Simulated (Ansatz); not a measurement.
A run of Ansatz (development build ahead of 0.2.0) on doublet C2HO at this shape:

```xyz
4

H     0.0820   -0.0766    0.1315
C     0.3829    0.4575    0.9797
C     1.0568    0.5000    2.0387
O     1.7012    0.6272    2.9543
```

Its results:

* Converged: yes
* Total energy: -150.96196 hartree
* Spin squared of the determinant: 0.800
* Stability test: minimum

Forces (eV/Å):
| atom | Fx | Fy | Fz |
| --- | --- | --- | --- |
| H1 | -0.400 | -0.408 | -0.793 |
| C2 | -0.669 | 0.340 | -0.537 |
| C3 | -0.597 | -0.401 | -1.560 |
| O4 | 1.666 | 0.469 | 2.889 |

(1) Which input gives this output? Name the method, the orbitals and the basis set, and write the input.

## Answers

(1) UHF in def2-SVP.

```yaml
crystal:
  periodic: [false, false, false]
  atoms:
    - { symbol: H, position_ang: [0.08199, -0.07657, 0.13151] }
    - { symbol: C, position_ang: [0.38293, 0.45749, 0.97968] }
    - { symbol: C, position_ang: [1.0568, 0.49996, 2.03875] }
    - { symbol: O, position_ang: [1.7012, 0.62721, 2.95427] }
basis:
  gaussian: { orbitals: def2-SVP }
magnetization:
  spin_polarized: true
  initial_magnetization: 1
hamiltonian:
  xc: hf
output:
  forces: true
```
